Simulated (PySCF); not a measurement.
formamide (CH3NO), SMILES NC=O. Atoms are numbered in the order given.

```xyz
6

N      0.1575    -1.0812     0.0000
C     -0.3856     0.1617     0.0000
O      0.2453     1.1934     0.0000
H      1.1596    -1.1828     0.0000
H     -0.4200    -1.9030     0.0000
H     -1.4910     0.1369     0.0000
```
Charge 0, spin multiplicity 1.

Geometry: B3LYP-D3(BJ)/def2-TZVP. One conformer was computed; it need not be the lowest.

Two levels are set side by side: PBE/pcJ-1 (PySCF) and B3LYP/pcJ-1 (PySCF). One-bond couplings, all four terms, same geometry. Isotopes: 13C, 14N, 17O, 1H. Differences are taken from unrounded values.

```
quantity        B3LYP    PBE  PBE minus B3LYP
--------------  -----  -----  ---------------
¹J(N1,C2) (Hz)   11.2    8.7             -2.5
¹J(N1,H4) (Hz)   67.7   61.6             -6.0
¹J(N1,H5) (Hz)   68.2   62.0             -6.2
¹J(C2,H6) (Hz)  194.2  177.7            -16.5
```

Rough cost on one machine, each run with all the roots and properties that it gave: B3LYP against PBE within a factor of 2.
